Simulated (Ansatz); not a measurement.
**Which is lower?**

Two relaxed structures of Si2NH3, closed shell (PBE0-D4/def2-TZVP; forces vanish, vibrations not checked).

A:

```tsv
atom	x (Å)	y (Å)	z (Å)
N1	0.4749	-0.9068	0.5022
Si2	1.1253	-2.1484	1.1898
Si3	-0.2370	0.4525	-0.2506
H4	-1.4668	0.0562	-0.9881
H5	0.7109	1.0702	-1.2166
H6	-0.6073	1.4763	0.7633
```

B:

N1  (1.296, -2.083, 1.356)
Si2  (0.580, -0.948, 0.616)
Si3  (-0.628, 0.599, -0.552)
H4  (1.849, -2.729, 1.876)
H5  (0.815, 0.909, -0.976)
H6  (-0.401, 1.298, 0.797)
(Å)

Computed with Ansatz 0.2.0 (basis: def2-TZVPP); correlated methods freeze the cores. B3LYP uses VWN-RPA correlation.

Problem. Which structure is lower at CCSD(T), and by how much? (Judge from chemistry; the value comes from the calculation.)

Solution. The calculation gives: A, by 2.355 eV (electronic energy, against the other). By their contacts, A is Si₂NH₃ ([Si][N][SiH3]) and B is Si₂NH₃ ([NH][Si][SiH2]).

All methods give the same order:

```csv
method,E(B) − E(A) (eV)
PBE-D4,1.846
r2SCAN-D4,2.094
PBE0-D4,2.046
B3LYP-D4,2.272
wB97M-V,2.288
HF,2.947
MP2,2.428
CCSD,2.449
CCSD(T),2.355
```

T1 diagnostic: at most 0.021.

Labels in which every atom is bracketed show which atoms are joined, not bond orders.

For scale, one of the runs: CCSD(T)/def2-TZVPP, 157 basis functions, launched by `ansatz run in.yaml --threads 2 --pin off --events-out ev --progress --plain --max-ram 4352MiB`. Hardware: 2 CPU threads of an Arm Neoverse V1, shared host. Wall time 14 s; peak host memory 0.98 GiB.
